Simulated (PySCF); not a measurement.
**CAM-B3LYP/def2-SVP run of Si2H6 (Si(SiH3)H3)**

Aim: the vertical singlet–triplet gap of Si2H6 (Si(SiH3)H3) at CAM-B3LYP/def2-SVP, from 2 runs. 

The calculation is run with PySCF 2.14.0.

10 further runs of the same task are left out: 6 that didn't finish, 4 set aside as unsound or not needed.

**1. Starting point**

Si2H6 has 8 atoms, charge 0, and is taken as a singlet. SMILES: `[H][Si]([H])([H])[SiH3]`. Geometry: relaxed at GFN2-xTB.

Bond lengths: Si1–Si2 2.306 Å, Si2–H3 1.466 Å, Si2–H4 1.466 Å, Si2–H5 1.466 Å, Si1–H6 1.466 Å, Si1–H7 1.465 Å, Si1–H8 1.466 Å. Some angles: Si1–Si2–H3 112.6°, Si1–Si2–H4 112.5°, Si1–Si2–H5 112.6°, Si2–Si1–H6 112.4°, Si2–Si1–H7 112.6°, Si2–Si1–H8 112.4°, H3–Si2–H4 106.2°, H3–Si2–H5 106.2°, H4–Si2–H5 106.2°, H6–Si1–H7 106.3°.

**2. The energy at CAM-B3LYP/def2-SVP**

The input, input.py:

```python
# Si(SiH3)H3
from pyscf import gto, dft

molecule = gto.M(
    atom='''
Si    -0.003820     0.008720    -1.153760
Si     0.003300    -0.007010     1.151760
H      0.787910     1.093190     1.720490
H      0.570390    -1.241800     1.702990
H     -1.342970     0.113550     1.719020
H      1.349220    -0.009830    -1.716900
H     -0.663510     1.194270    -1.706010
H     -0.700510    -1.151100    -1.717600
''',
    basis='def2-svp',
    verbose=3,
    max_memory=40,
)

mf = dft.RKS(molecule)
mf.xc = 'cam-b3lyp'
mf.max_cycle = 60
mf.conv_tol = 1e-08
mf.grids.level = 4
mf.direct_scf_tol = 1e-08
mf.kernel()

energy = mf.e_tot
print('E(%s) = %.9f' % ('CAM-B3LYP', energy))
```

On the command line:

```console
OMP_NUM_THREADS=1 python input.py
```

Output:

```text
converged SCF energy = -582.385765867732
E(CAM-B3LYP) = -582.385765868
```

Wall time 14 s (1 thread of Intel Xeon 6975P-C (Granite Rapids), shared host); peak memory 0.13 GiB.

**3. The triplet at the same level**

The input, input.xyz:

```xyz
8

Si    -0.003820     0.008720    -1.153760
Si     0.003300    -0.007010     1.151760
H      0.787910     1.093190     1.720490
H      0.570390    -1.241800     1.702990
H     -1.342970     0.113550     1.719020
H      1.349220    -0.009830    -1.716900
H     -0.663510     1.194270    -1.706010
H     -0.700510    -1.151100    -1.717600
```

The input, calc.py:

```python
from pyscf import gto, dft

mol = gto.Mole()
mol.atom = 'input.xyz'
mol.basis = 'def2-svp'
mol.verbose = 3
mol.max_memory = 40
mol.spin = 2
mol.build()

mf = dft.UKS(mol)
mf.xc = 'cam-b3lyp'
mf.max_cycle = 60
mf.conv_tol = 1e-08
mf.direct_scf_tol = 1e-08
mf.grids.level = 4
mf.kernel()

e_final = mf.e_tot
print('Final energy', e_final)
```

On the command line:

```console
OMP_NUM_THREADS=1 python calc.py
```

Output:

```text
WARN: HOMO 0.0140529120896421 >= LUMO -0.328156262117021

WARN: HOMO -0.130409880467607 >= LUMO -0.243423371838932

WARN: HOMO -0.107819307898996 >= LUMO -0.201985203878578

WARN: HOMO -0.113594486275042 >= LUMO -0.202949533604939

WARN: HOMO -0.113857303014222 >= LUMO -0.202136125592882

WARN: HOMO -0.114106684943713 >= LUMO -0.201894989768775

WARN: HOMO -0.114269908775358 >= LUMO -0.201765086707292

WARN: HOMO -0.114309108488524 >= LUMO -0.201825817436537

WARN: HOMO -0.114306293746658 >= LUMO -0.201837576519008

WARN: HOMO -0.114313675988611 >= LUMO -0.201822876905546

WARN: HOMO -0.114312692103552 >= LUMO -0.201816245472794

WARN: HOMO -0.114316182604504 >= LUMO -0.20181952552974

WARN: HOMO -0.114315157535024 >= LUMO -0.201818272110512

WARN: HOMO -0.114315946251668 >= LUMO -0.201818779816436

WARN: HOMO -0.114315644885807 >= LUMO -0.201817544569517

WARN: HOMO -0.114316521723413 >= LUMO -0.201818123834054

WARN: HOMO -0.114320037976366 >= LUMO -0.201814611536826

WARN: HOMO -0.114378393767948 >= LUMO -0.201808715148809

WARN: HOMO -0.114360924740492 >= LUMO -0.201807776361294

WARN: HOMO -0.114536047726701 >= LUMO -0.201792855536564

WARN: HOMO -0.114528280853384 >= LUMO -0.201793043191464

WARN: HOMO -0.114520396673724 >= LUMO -0.201794172947568

WARN: HOMO -0.114503830791502 >= LUMO -0.201794779821614

WARN: HOMO -0.114472554984 >= LUMO -0.201797149901493

WARN: HOMO -0.114395487099501 >= LUMO -0.201798816986082

WARN: HOMO -0.114391067634257 >= LUMO -0.201800735969345

WARN: HOMO -0.114304577995374 >= LUMO -0.2018011128702

WARN: HOMO -0.114337127197931 >= LUMO -0.201798946295419

WARN: HOMO -0.114346687237908 >= LUMO -0.201799217567071

WARN: HOMO -0.114323261437754 >= LUMO -0.201800104577987

WARN: HOMO -0.114318431103437 >= LUMO -0.201799964218697

WARN: HOMO -0.114323237033859 >= LUMO -0.201799926153195

converged SCF energy = -582.128155926071  <S^2> = 2.005358  2S+1 = 3.0035699
Final energy -582.1281559260713
```

It took 27 s on 1 thread of Intel Xeon 6975P-C (Granite Rapids), shared host; peak memory 0.13 GiB.

**4. Summary of results**

At CAM-B3LYP/def2-SVP:

| quantity | value |
| --- | --- |
| singlet: total energy | -582.38577 Eh |
| singlet: dipole moment | 0.01 D |
| singlet: HOMO energy | -10.00 eV |
| singlet: LUMO energy | 1.54 eV |
| singlet: HOMO–LUMO gap | 11.54 eV |
| triplet: total energy | -582.12816 Eh |
| triplet: dipole moment | 0.02 D |
| triplet: HOMO energy (highest over α and β) | -3.11 eV |
| triplet: ⟨S²⟩ | 2.005 |
| vertical energy of the triplet above the singlet | 7.010 eV |

At this shape the triplet lies 7.01 eV (162 kcal/mol) above the singlet. Mulliken charges (singlet) run from -0.08 on H3 to +0.24 on Si1; they depend strongly on the basis.
